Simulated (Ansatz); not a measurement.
A made-up structure of Si₂H₃S (charge -1), closed shell:

```xyz
6
angstrom
Si -0.9545 0.5035 -0.9236
Si 0.7360 -0.3482 0.6490
S 1.5519 -2.3624 1.1845
H -1.7000 -0.5602 -1.6408
H -1.1047 1.8392 -0.7584
H 1.4713 0.9281 1.4893
```

It is relaxed with PBE-D4/def2-SVPD and then PBE0-D4/def2-TZVPD (Ansatz 0.2.0). Atoms count as bonded within 1.22 times the sum of their covalent radii (H–H: 0.88 Å). The end point is not checked to be a true minimum.

Q: Does its bonding change? (Judge from chemistry; the calculation decides.)

A: By the calculation: No: no bond forms or breaks.

Where it ends: The first stage lowers the energy by 1.57 eV in 9 steps. It ends as Si₂H₃S ([SiH2][SiH][S]), total charge -1:
| atom | x (Å) | y (Å) | z (Å) |
| --- | --- | --- | --- |
| Si1 | -0.4875 | 0.4920 | -1.2056 |
| Si2 | 0.6504 | -0.3111 | 0.5868 |
| S3 | 1.3045 | -2.1181 | 1.1432 |
| H4 | -1.6087 | -0.5120 | -1.3693 |
| H5 | -1.1913 | 1.6179 | -0.4657 |
| H6 | 1.3326 | 0.8314 | 1.3105 |

Labels in which every atom is bracketed show which atoms are joined, not bond orders.

For scale, one of the runs: PBE0-D4/def2-TZVPD relaxation, 159 basis functions, launched by `ansatz run in.yaml --threads 2 --pin off --events-out ev --progress --plain --max-ram 4352MiB`. Hardware: 2 CPU threads of an Intel Xeon 6975P-C, shared host. Wall time about 18 s.
